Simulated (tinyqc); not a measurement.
Worked calculation (part 1 of 2): CCSD on RHF in the sto-6g basis, frozen core, for H2O, spin multiplicity 1. Computed by tinyqc, a small Python program that keeps every step (integrals from PySCF). Settings: charge = 0, multiplicity = 1, basis = sto-6g, method = RHF, frozen orbitals = 1, energy threshold = 1e-10, iteration cap = 83, orthogonalisation = canonical, start = core, DIIS depth = 6, amplitude equations = CCSD, DIIS depth for amplitudes = 4, cap on updates = 78. Command: `OMP_NUM_THREADS=1 python tinyqc.py 21432 21433 out.jsonl` (the two numbers bound the seeds that draw the settings). One thread of a shared host (Intel(R) Xeon(R) Processor @ 2.60GHz), about 0.3 s of CPU time with the checks. The early iterations of the SCF are left out here.

## One-electron integrals

Geometry (angstrom):

| atom | x | y | z |
|---|---|---|---|
| O | 0.000000 | 0.000000 | 0.000000 |
| H | 0.000000 | 0.647000 | 0.641000 |
| H | 0.000000 | -0.620000 | 0.615000 |

Basis sto-6g: exponents (1/bohr^2) and contraction coefficients of normalised primitives:

| element | l (shell) | exponent | coefficient |
|---|---|---|---|
| O | s (1) | 1355.584234 | 0.009164 |
| O | s (1) | 248.544885 | 0.049361 |
| O | s (1) | 69.533902 | 0.168538 |
| O | s (1) | 23.886772 | 0.370563 |
| O | s (1) | 9.275933 | 0.416492 |
| O | s (1) | 3.820341 | 0.130334 |
| O | s (2) | 52.187762 | -0.013253 |
| O | s (2) | 10.329320 | -0.046992 |
| O | s (2) | 3.210345 | -0.033785 |
| O | s (2) | 1.235135 | 0.250242 |
| O | s (2) | 0.536420 | 0.595117 |
| O | s (2) | 0.245881 | 0.240706 |
| O | p (3) | 52.187762 | 0.003760 |
| O | p (3) | 10.329320 | 0.037679 |
| O | p (3) | 3.210345 | 0.173897 |
| O | p (3) | 1.235135 | 0.418036 |
| O | p (3) | 0.536420 | 0.425860 |
| O | p (3) | 0.245881 | 0.101708 |
| H | s (1) | 35.523221 | 0.009164 |
| H | s (1) | 6.513144 | 0.049361 |
| H | s (1) | 1.822143 | 0.168538 |
| H | s (1) | 0.625955 | 0.370563 |
| H | s (1) | 0.243077 | 0.416492 |
| H | s (1) | 0.100112 | 0.130334 |

Overlap, kinetic and nuclear-attraction integrals over the contracted functions; the nuclear repulsion is the sum of Za Zb / Rab.

nuclear repulsion = 9.91348004 hartree

overlap S, lower triangle:
```
           1O 1s     1O 2s    1O 2px     1O 2py    1O 2pz     2H 1s     3H 1s
1O 1s   1.000000
1O 2s   0.231145  1.000000
1O 2px  0.000000  0.000000  1.000000
1O 2py  0.000000  0.000000  0.000000   1.000000
1O 2pz  0.000000  0.000000  0.000000   0.000000  1.000000
2H 1s   0.061643  0.507665  0.000000   0.290069  0.287379  1.000000
3H 1s   0.067145  0.533212  0.000000  -0.298200  0.295795  0.354610  1.000000
```

kinetic energy T (hartree), lower triangle:
```
            1O 1s     1O 2s    1O 2px     1O 2py    1O 2pz     2H 1s     3H 1s
1O 1s   29.327197
1O 2s   -0.896024  0.842618
1O 2px   0.000000  0.000000  2.531309
1O 2py   0.000000  0.000000  0.000000   2.531309
1O 2pz   0.000000  0.000000  0.000000   0.000000  2.531309
2H 1s   -0.000384  0.151743  0.000000   0.226404  0.224304  0.768522
3H 1s    0.001755  0.172739  0.000000  -0.248656  0.246651  0.040604  0.768522
```

nuclear attraction V (hartree), lower triangle:
```
             1O 1s       1O 2s      1O 2px      1O 2py      1O 2pz      2H 1s      3H 1s
1O 1s   -62.445304
1O 2s    -6.425648  -10.163469
1O 2px    0.000000    0.000000  -10.065818
1O 2py    0.001121    0.009328    0.000000  -10.212969
1O 2pz   -0.026663   -0.288078    0.000000    0.006227  -10.210437
2H 1s    -1.966269   -4.219112    0.000000   -2.148205   -2.245168  -6.096968
3H 1s    -2.144150   -4.484798    0.000000    2.247803   -2.348099  -2.341234  -6.253937
```

core Hamiltonian H = T + V (hartree), lower triangle:
```
             1O 1s      1O 2s     1O 2px     1O 2py     1O 2pz      2H 1s      3H 1s
1O 1s   -33.118106
1O 2s    -7.321672  -9.320850
1O 2px    0.000000   0.000000  -7.534509
1O 2py    0.001121   0.009328   0.000000  -7.681661
1O 2pz   -0.026663  -0.288078   0.000000   0.006227  -7.679128
2H 1s    -1.966654  -4.067369   0.000000  -1.921802  -2.020864  -5.328445
3H 1s    -2.142395  -4.312059   0.000000   1.999147  -2.101448  -2.300630  -5.485414
```

## Two-electron integrals

Functions are numbered as in S; the eight-fold symmetry (ij|kl) = (ji|kl) = (kl|ij) leaves the list below.

Two-electron integrals (ij|kl) in chemists' order, unique and non-zero (hartree):
```
(11|11) 4.787491    (21|11) 0.675884    (21|21) 0.121505    (22|11) 1.117379
(22|21) 0.249212    (22|22) 0.817383    (31|31) 0.025762    (32|31) 0.039145
(32|32) 0.180664    (33|11) 1.117381    (33|21) 0.249212    (33|22) 0.817382
(33|33) 0.880663    (41|41) 0.025762    (42|41) 0.039145    (42|42) 0.180664
(43|43) 0.047461    (44|11) 1.117381    (44|21) 0.249212    (44|22) 0.817382
(44|33) 0.785741    (44|44) 0.880663    (51|51) 0.025762    (52|51) 0.039145
(52|52) 0.180664    (53|53) 0.047461    (54|54) 0.047461    (55|11) 1.117381
(55|21) 0.249212    (55|22) 0.817382    (55|33) 0.785741    (55|44) 0.785741
(55|55) 0.880663    (61|11) 0.192655    (61|21) 0.033172    (61|22) 0.066466
(61|33) 0.066320    (61|41) 0.001146    (61|42) 0.002230    (61|44) 0.066541
(61|51) 0.001136    (61|52) 0.002210    (61|54) 0.000219    (61|55) 0.066537
(61|61) 0.009232    (62|11) 0.436656    (62|21) 0.098596    (62|22) 0.354168
(62|33) 0.348540    (62|41) 0.005551    (62|42) 0.039644    (62|44) 0.357061
(62|51) 0.005500    (62|52) 0.039276    (62|54) 0.008443    (62|55) 0.356904
(62|61) 0.027007    (62|62) 0.185232    (63|31) 0.011355    (63|32) 0.062543
(63|43) 0.008320    (63|53) 0.008243    (63|63) 0.027311    (64|11) 0.213230
(64|21) 0.048862    (64|22) 0.187203    (64|33) 0.178603    (64|41) 0.013828
(64|42) 0.082735    (64|44) 0.199865    (64|51) 0.002450    (64|52) 0.020005
(64|54) 0.012821    (64|55) 0.183139    (64|61) 0.014052    (64|62) 0.119097
(64|64) 0.103227    (65|11) 0.211252    (65|21) 0.048409    (65|22) 0.185466
(65|33) 0.176947    (65|41) 0.002450    (65|42) 0.020005    (65|44) 0.181525
(65|51) 0.013782    (65|52) 0.082362    (65|54) 0.012856    (65|55) 0.197927
(65|61) 0.013922    (65|62) 0.117992    (65|64) 0.075212    (65|65) 0.101825
(66|11) 0.554595    (66|21) 0.127519    (66|22) 0.520137    (66|33) 0.499096
(66|41) 0.009974    (66|42) 0.094811    (66|44) 0.530952    (66|51) 0.009882
(66|52) 0.093932    (66|54) 0.031560    (66|55) 0.530364    (66|61) 0.035366
(66|62) 0.332634    (66|64) 0.244742    (66|65) 0.242472    (66|66) 0.774999
(71|11) 0.210032    (71|21) 0.036154    (71|22) 0.072410    (71|33) 0.072250
(71|41) -0.001247   (71|42) -0.002421   (71|44) 0.072492    (71|51) 0.001237
(71|52) 0.002401    (71|54) -0.000240   (71|55) 0.072488    (71|61) 0.009941
(71|62) 0.028625    (71|64) 0.013441    (71|65) 0.014739    (71|66) 0.036987
(71|71) 0.010967    (72|11) 0.464709    (72|21) 0.104871    (72|22) 0.375261
(72|33) 0.369410    (72|41) -0.005873   (72|42) -0.041436   (72|44) 0.378258
(72|51) 0.005825    (72|52) 0.041102    (72|54) -0.008777   (72|55) 0.378116
(72|61) 0.027950    (72|62) 0.167033    (72|64) 0.072962    (72|65) 0.103537
(72|66) 0.255343    (72|71) 0.031286    (72|72) 0.205894    (73|31) 0.012227
(73|32) 0.066831    (73|43) -0.008750   (73|53) 0.008679    (73|63) 0.024298
(73|73) 0.030795    (74|11) -0.222723   (74|21) -0.051019   (74|22) -0.194682
(74|33) -0.185692   (74|41) 0.014819    (74|42) 0.087692    (74|44) -0.207965
(74|51) -0.002571   (74|52) -0.020692   (74|54) 0.013414    (74|55) -0.190388
(74|61) -0.012859   (74|62) -0.070957   (74|64) -0.006741   (74|65) -0.042878
(74|66) -0.091720   (74|71) -0.016004   (74|72) -0.129946   (74|74) 0.112169
(75|11) 0.220927    (75|21) 0.050608    (75|22) 0.193112    (75|33) 0.184194
(75|41) -0.002571   (75|42) -0.020692   (75|44) 0.188929    (75|51) 0.014777
(75|52) 0.087356    (75|54) -0.013446   (75|55) 0.206212    (75|61) 0.014166
(75|62) 0.102340    (75|64) 0.043481    (75|65) 0.086868    (75|66) 0.173275
(75|71) 0.015875    (75|72) 0.128898    (75|74) -0.080718   (75|75) 0.110862
(76|11) 0.228506    (76|21) 0.052141    (76|22) 0.202872    (76|33) 0.197743
(76|41) 0.000046    (76|42) 0.000502    (76|44) 0.200877    (76|51) 0.004569
(76|52) 0.038441    (76|54) 0.000152    (76|55) 0.209996    (76|61) 0.014202
(76|62) 0.108187    (76|64) 0.059560    (76|65) 0.077387    (76|66) 0.203609
(76|71) 0.015462    (76|72) 0.113294    (76|74) -0.060558   (76|75) 0.079934
(76|76) 0.075348    (77|11) 0.574039    (77|21) 0.131887    (77|22) 0.534211
(77|33) 0.512667    (77|41) -0.010481   (77|42) -0.097449   (77|44) 0.545244
(77|51) 0.010397    (77|52) 0.096663    (77|54) -0.032314   (77|55) 0.544721
(77|61) 0.035117    (77|62) 0.247493    (77|64) 0.091733    (77|65) 0.169913
(77|66) 0.399905    (77|71) 0.039861    (77|72) 0.354243    (77|74) -0.256032
(77|75) 0.253967    (77|76) 0.203609    (77|77) 0.774999
```

## Orthogonalisation

S = U s U^T; canonical form X = U s^(-1/2), so that X^T S X = 1. Each column of U has its largest component positive (the first on a tie).

eigenvalues of S: 0.297709  0.373004  0.878609  1.000000  1.099382  1.274782  2.076514

X:
```
                1          2          3         4          5          6          7
1O 1s   -0.265930   0.055537   0.768631  0.000000  -0.621765  -0.002769   0.127391
1O 2s    1.245261  -0.201945  -0.330025  0.000000  -0.326878  -0.000120   0.386363
1O 2px   0.000000   0.000000   0.000000  1.000000   0.000000   0.000000   0.000000
1O 2py  -0.178828  -0.888450   0.000426  0.000000  -0.011851   0.738810  -0.005796
1O 2pz   0.646945  -0.110597   0.635191  0.000000   0.627045   0.008647   0.201114
2H 1s   -0.573399   1.081370  -0.134162  0.000000   0.106326   0.354282   0.365692
3H 1s   -0.978922  -0.816172  -0.130330  0.000000   0.107376  -0.336169   0.376644
```

## Iteration 8 (converged): orbitals

converged F (hartree), lower triangle:
```
             1O 1s      1O 2s     1O 2px     1O 2py     1O 2pz      2H 1s      3H 1s
1O 1s   -20.509852
1O 2s    -4.967504  -2.378748
1O 2px    0.000000   0.000000  -0.412347
1O 2py    0.000995   0.010872   0.000000  -0.360743
1O 2pz   -0.032627  -0.179362   0.000000   0.011827  -0.423121
2H 1s    -1.333612  -1.106302   0.000000  -0.368973  -0.444335  -0.665466
3H 1s    -1.451934  -1.172526   0.000000   0.379295  -0.455964  -0.556251  -0.725007
```

Diagonalise F' = X^T F X, C = X C', fill 5 alpha and 5 beta electrons from the bottom; D = 2 C_occ C_occ^T. Each column has its largest component positive (the first on a tie).

F' = X^T F X (hartree), lower triangle:
```
           1          2          3          4          5          6          7
1   0.379183
2   0.106485   0.731626
3   1.323551  -0.332620  -9.508754
4   0.000000   0.000000   0.000000  -0.412347
5  -0.843292   0.244420   9.249965   0.000000  -9.889690
6  -0.032632  -0.149012   0.049890   0.000000  -0.045283  -0.611636
7  -0.035895  -0.022022  -3.483304   0.000000   3.700955   0.027071  -2.620735
```

orbital energies (hartree): MO1 -20.513212, MO2 -1.332870, MO3 -0.628367, MO4 -0.500658, MO5 -0.412347, MO6 0.673796, MO7 0.781305

coefficients C:
```
              MO1        MO2        MO3        MO4       MO5        MO6        MO7
1O 1s    0.996550  -0.217930  -0.005843   0.107859  0.000000   0.119506   0.029478
1O 2s    0.016926   0.808206   0.035081  -0.599015  0.000000  -0.937188  -0.254254
1O 2px   0.000000   0.000000   0.000000   0.000000  1.000000   0.000000   0.000000
1O 2py  -0.000215  -0.010559   0.634925   0.015284  0.000000  -0.210590   0.958913
1O 2pz   0.004107   0.172719  -0.020821   0.747424  0.000000  -0.801253  -0.192390
2H 1s   -0.004025   0.148235   0.449100   0.280312  0.000000   0.991521  -0.708045
3H 1s   -0.004458   0.163180  -0.449168   0.252811  0.000000   0.622725   1.108021
```

D after iteration 8, lower triangle:
```
            1O 1s      1O 2s    1O 2px     1O 2py    1O 2pz      2H 1s     3H 1s
1O 1s    2.104546
1O 2s   -0.448159   2.027064
1O 2px   0.000000   0.000000  2.000000
1O 2py   0.000050   0.009162  0.000000   0.806949
1O 2pz   0.094380  -0.617572  0.000000  -0.007242  1.177849
2H 1s   -0.017413  -0.064840  0.000000   0.575729  0.451495   0.604511
3H 1s   -0.020223  -0.070775  0.000000  -0.566092  0.452951  -0.213297  0.584627
```

## Convergence

Stop when the energy changes by less than 1e-10 hartree and every element of the error matrix X^T (F D S - S D F) X is below 3e-06.

Course of the cycle:

| iteration | E (hartree) | change | largest element of the error matrix |
|---|---|---|---|
| 1 | -73.87541615 | - | 1.11e+00 |
| 2 | -75.63434360 | -1.76e+00 | 1.26e-01 |
| 3 | -75.64830922 | -1.40e-02 | 2.69e-02 |
| 4 | -75.64900593 | -6.97e-04 | 3.99e-03 |
| 5 | -75.64902754 | -2.16e-05 | 8.78e-04 |
| 6 | -75.64902871 | -1.16e-06 | 8.99e-05 |
| 7 | -75.64902872 | -9.01e-09 | 4.50e-06 |
| 8 | -75.64902872 | -1.56e-11 | 1.12e-07 |

PySCF RHF in the same basis = -75.64902872 hartree

Converged in 8 iterations.

## Integrals over molecular orbitals

(pq|rs) = sum C_ip C_jq C_kr C_ls (ij|kl), one index at a time.

one-electron integrals over orbitals h = C^T H C (hartree), lower triangle:
```
            1          2          3          4          5          6          7
1  -33.104137
2    0.557720  -7.820379
3    0.015550  -0.002319  -6.593150
4   -0.274647   0.407761   0.050083  -7.122880
5    0.000000   0.000000   0.000000   0.000000  -7.534509
6   -0.314606   1.441712   0.375304   0.999220   0.000000  -5.525215
7   -0.078684   0.364244  -1.584160   0.164703   0.000000   0.018344  -5.589397
```

Two-electron integrals over orbitals (pq|rs), unique and non-zero (hartree); the lowest 1 orbital is frozen and left out:
```
(22|22) 0.746383    (32|22) -0.006936   (32|32) 0.147545    (33|22) 0.669432
(33|32) 0.002994    (33|33) 0.659949    (42|22) 0.018695    (42|32) 0.000153
(42|33) 0.005655    (42|42) 0.116226    (43|22) -0.002775   (43|32) 0.011010
(43|33) -0.002404   (43|42) 0.005212    (43|43) 0.047532    (44|22) 0.671831
(44|32) 0.003438    (44|33) 0.616921    (44|42) -0.103285   (44|43) -0.007191
(44|44) 0.801264    (52|52) 0.141386    (53|52) 0.002824    (53|53) 0.030892
(54|52) -0.051488   (54|53) -0.001927   (54|54) 0.060997    (55|22) 0.747954
(55|32) 0.001291    (55|33) 0.649632    (55|42) -0.067801   (55|43) -0.006633
(55|44) 0.736097    (55|55) 0.880663    (62|22) -0.147802   (62|32) -0.008637
(62|33) -0.087573   (62|42) -0.014083   (62|43) 0.009001    (62|44) -0.087940
(62|55) -0.160615   (62|62) 0.105880    (63|22) -0.029699   (63|32) 0.026887
(63|33) -0.021750   (63|42) 0.017657    (63|43) 0.023224    (63|44) -0.033124
(63|55) -0.041940   (63|62) 0.024897    (63|63) 0.064168    (64|22) -0.080620
(64|32) 0.017739    (64|33) -0.042238   (64|42) 0.039644    (64|43) 0.002783
(64|44) -0.120674   (64|55) -0.106790   (64|62) 0.053301    (64|63) 0.026312
(64|64) 0.069139    (65|52) -0.057468   (65|53) -0.006286   (65|54) 0.004193
(65|65) 0.038985    (66|22) 0.640060    (66|32) 0.039375    (66|33) 0.591981
(66|42) 0.055410    (66|43) 0.017698    (66|44) 0.566051    (66|55) 0.607704
(66|62) -0.102631   (66|63) 0.011649    (66|64) -0.032635   (66|66) 0.635882
(72|22) -0.036517   (72|32) 0.028621    (72|33) -0.018856   (72|42) 0.000620
(72|43) -0.037773   (72|44) -0.025669   (72|55) -0.040577   (72|62) 0.012645
(72|63) -0.031658   (72|64) 0.015716    (72|66) -0.031205   (72|72) 0.061786
(73|22) 0.113416    (73|32) 0.010331    (73|33) 0.088136    (73|42) -0.080842
(73|43) -0.001070   (73|44) 0.153866    (73|55) 0.174890    (73|62) -0.072217
(73|63) -0.021095   (73|64) -0.071723   (73|66) 0.040520    (73|72) -0.026881
(73|73) 0.148770    (74|22) -0.010226   (74|32) -0.080344   (74|33) -0.010029
(74|42) 0.003916    (74|43) 0.008841    (74|44) -0.020866   (74|55) -0.017068
(74|62) 0.013948    (74|63) -0.032030   (74|64) -0.004900   (74|66) -0.031402
(74|72) -0.010080   (74|73) -0.021178   (74|74) 0.071372    (75|52) -0.014402
(75|53) 0.022283    (75|54) 0.002138    (75|65) 0.003953    (75|75) 0.023727
(76|22) 0.007310    (76|32) -0.086662   (76|33) -0.008501   (76|42) 0.011990
(76|43) -0.036023   (76|44) -0.011634   (76|55) -0.001424   (76|62) -0.010573
(76|63) -0.044207   (76|64) -0.015062   (76|66) -0.034063   (76|72) 0.014213
(76|73) -0.018606   (76|74) 0.050204    (76|76) 0.092622    (77|22) 0.634539
(77|32) -0.043549   (77|33) 0.623355    (77|42) -0.001958   (77|43) -0.017840
(77|44) 0.607960    (77|55) 0.622865    (77|62) -0.070740   (77|63) -0.039180
(77|64) -0.038885   (77|66) 0.565682    (77|72) -0.010817   (77|73) 0.066576
(77|74) 0.020333    (77|76) 0.034570    (77|77) 0.642753
```

## CCSD: starting amplitudes

t_ij^ab = <ij||ab> / (e_i + e_j - e_a - e_b), whose energy is MP2.

Starting amplitudes (spin orbitals 1a, 1b, ...; amplitudes related by a flip of all spins are not repeated; the 24 largest):

| from | to | t |
|---|---|---|
| 3a 3b | 7a 7b | -0.052768 |
| 4a 4b | 6a 6b | -0.029435 |
| 4a 4b | 7a 7b | -0.027837 |
| 3a 4b | 6b 7a | -0.027755 |
| 2a 2b | 6a 6b | -0.026382 |
| 3a 3b | 6a 6b | -0.024639 |
| 2a 3b | 6a 7b | 0.021139 |
| 5a 5b | 6a 6b | -0.017947 |
| 2a 4b | 6a 6b | -0.016755 |
| 3a 4a | 6a 7a | -0.015360 |
| 2a 2b | 7a 7b | -0.014612 |
| 3a 4b | 6a 7b | 0.012395 |
| 2a 3a | 6a 7a | 0.011872 |
| 3a 4b | 6a 6b | -0.010624 |
| 5a 5b | 7a 7b | -0.009939 |
| 2a 3b | 6b 7a | -0.009267 |
| 3a 4b | 7a 7b | 0.007868 |
| 3a 3b | 6a 7b | 0.007779 |
| 2a 3b | 7a 7b | 0.007628 |
| 2a 3b | 6a 6b | -0.007524 |
| 2a 4b | 6b 7a | 0.004779 |
| 2a 4b | 6a 7b | -0.004241 |
| 2a 2b | 6a 7b | -0.003068 |
| 2a 4b | 7a 7b | 0.002968 |

correlation energy = -0.03291508 hartree

## CCSD: amplitude update 1

t_i^a D_i^a and t_ij^ab D_ij^ab are set to the remaining terms of the spin-orbital equations, evaluated with the old amplitudes; for the doubles these are <ij||ab> + 1/2 <ab||ef> t_ij^ef + 1/2 <mn||ij> t_mn^ab + P(ij)P(ab) <mb||ej> t_im^ae + terms in t^2 + terms with t1, D the orbital-energy denominators.

Amplitudes after update 1 (spin orbitals 1a, 1b, ...; amplitudes related by a flip of all spins are not repeated; the 24 largest):

| from | to | t |
|---|---|---|
| 3a 3b | 7a 7b | -0.066600 |
| 4a 4b | 6a 6b | -0.035556 |
| 3a 4b | 6b 7a | -0.035042 |
| 4a 4b | 7a 7b | -0.035019 |
| 3a 3b | 6a 6b | -0.032578 |
| 2a 2b | 6a 6b | -0.030671 |
| 2a 3b | 6a 7b | 0.026085 |
| 2a 4b | 6a 6b | -0.023026 |
| 5a 5b | 6a 6b | -0.022226 |
| 3a 4b | 6a 7b | 0.018515 |
| 3a 4a | 6a 7a | -0.016527 |
| 2a 2b | 7a 7b | -0.016052 |
| 3a 4b | 6a 6b | -0.014400 |
| 2a 3b | 6b 7a | -0.014183 |
| 2a 3a | 6a 7a | 0.011902 |
| 5a 5b | 7a 7b | -0.010580 |
| 3a 4b | 7a 7b | 0.010397 |
| 2a 3b | 7a 7b | 0.010066 |
| 2a 3b | 6a 6b | -0.009963 |
| 3a 3b | 6a 7b | 0.009678 |
| 2a 4b | 6b 7a | 0.005798 |
| 2a 4b | 6a 7b | -0.005308 |
| 4a | 6a | 0.004484 |
| 2a 2b | 6a 7b | -0.003900 |

correlation energy = -0.04107935 hartree

## CCSD: amplitude update 2

As before.

Amplitudes after update 2 (spin orbitals 1a, 1b, ...; amplitudes related by a flip of all spins are not repeated; the 24 largest):

| from | to | t |
|---|---|---|
| 3a 3b | 7a 7b | -0.070795 |
| 4a 4b | 6a 6b | -0.037622 |
| 4a 4b | 7a 7b | -0.037346 |
| 3a 4b | 6b 7a | -0.037339 |
| 3a 3b | 6a 6b | -0.035294 |
| 2a 2b | 6a 6b | -0.031511 |
| 2a 3b | 6a 7b | 0.027140 |
| 2a 4b | 6a 6b | -0.025108 |
| 5a 5b | 6a 6b | -0.023504 |
| 3a 4b | 6a 7b | 0.021362 |
| 2a 3b | 6b 7a | -0.016114 |
| 2a 2b | 7a 7b | -0.016017 |
| 3a 4a | 6a 7a | -0.015976 |
| 3a 4b | 6a 6b | -0.015871 |
| 3a 4b | 7a 7b | 0.011349 |
| 2a 3a | 6a 7a | 0.011026 |
| 2a 3b | 7a 7b | 0.010809 |
| 2a 3b | 6a 6b | -0.010712 |
| 5a 5b | 7a 7b | -0.010283 |
| 3a 3b | 6a 7b | 0.010225 |
| 4a | 6a | 0.006784 |
| 2a 4b | 6b 7a | 0.006025 |
| 2a 4b | 6a 7b | -0.005604 |
| 2a 2b | 6a 7b | -0.004169 |

correlation energy = -0.04343769 hartree
